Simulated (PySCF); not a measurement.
Compound: 2-methyl-1,3-dithiolane, C₄H₈S₂.
Atom-mapped SMILES: `[CH3:1][CH:2]1[S:3][CH2:4][CH2:5][S:6]1` (hydrogens: H7, H8, H9 on C1; H10 on C2; H11, H12 on C4; H13, H14 on C5)

Cartesian coordinates in Å at the PBE0-D3(BJ)/def2-SVP level; atoms count from 1:
```
atom  x, y, z in Å
C1     2.0007    0.1353    0.0058
C2     0.8875   -0.2359    0.9685
S3    -0.1669    1.1749    1.4310
C4    -1.3472    0.8881    0.0860
C5    -1.7169   -0.5809    0.1277
S6    -0.1861   -1.5592    0.2645
H7     1.5921    0.5724   -0.9169
H8     2.5833   -0.7569   -0.2733
H9     2.6821    0.8655    0.4687
H10    1.3019   -0.6198    1.9130
H11   -2.2183    1.5367    0.2633
H12   -0.9015    1.1613   -0.8834
H13   -2.2329   -0.8954   -0.7929
H14   -2.3668   -0.7928    0.9899
```

Method: TDDFT CAM-B3LYP/def2-SVPD, vertical, gas phase, core orbitals frozen in the response (PySCF 2.14.0, density-fitted response routines).

Transition dipole moments from the ground state, in atomic units and in the frame of the coordinates above (overall signs are arbitrary), for the states with f of 0.002 or more among the lowest 6:

| state | E (eV) | μx | μy | μz |
| --- | --- | --- | --- | --- |
| S3 | 6.247 | 0.112 | 0.205 | -0.303 |
| S4 | 6.301 | 0.377 | 0.273 | -0.302 |
| S5 | 6.465 | 0.079 | 0.086 | 0.072 |
| S6 | 6.676 | 0.013 | 0.011 | 0.145 |

(1) What oscillator strength does each state have?

(2) Which bond between heavy atoms lies closest to the direction of the S4 transition dipole?

(3) What angle do the transition dipoles of S3 and S4 make?

(4) What peak molar absorption coefficient would the strongest computed level give as a lone Gaussian band 0.4 eV wide at half height?

Answers

(1) f = (2/3) ΔE |μ|² with ΔE in hartree (27.2114 eV).

```tsv
state	|μ|² (au)	|μ| (D)	f
S3	0.146	0.97	0.022
S4	0.307	1.41	0.047
S5	0.019	0.35	0.003
S6	0.021	0.37	0.003
```

(2) C1–C2, at 15° from it; next C4–C5 at 49°.

(3) |cos θ| = |μa·μb| / (|μa| |μb|) = 0.89, so θ ≈ 27° (taken between 0 and 90°, since the signs are arbitrary).

(4) ε(max) = 2.175×10⁸ f / FWHM, with the width in cm⁻¹. S4: 2.175×10⁸ × 0.0475 / 3226 ≈ 3200 L mol⁻¹ cm⁻¹.

Cost: about 40 s of CPU time on one thread; the machine was shared, so the figure is rough.

One conformer stands for the species.

Without π bonds the low states may be Rydberg-like; a valence basis with one diffuse set may place them up to an eV too high.
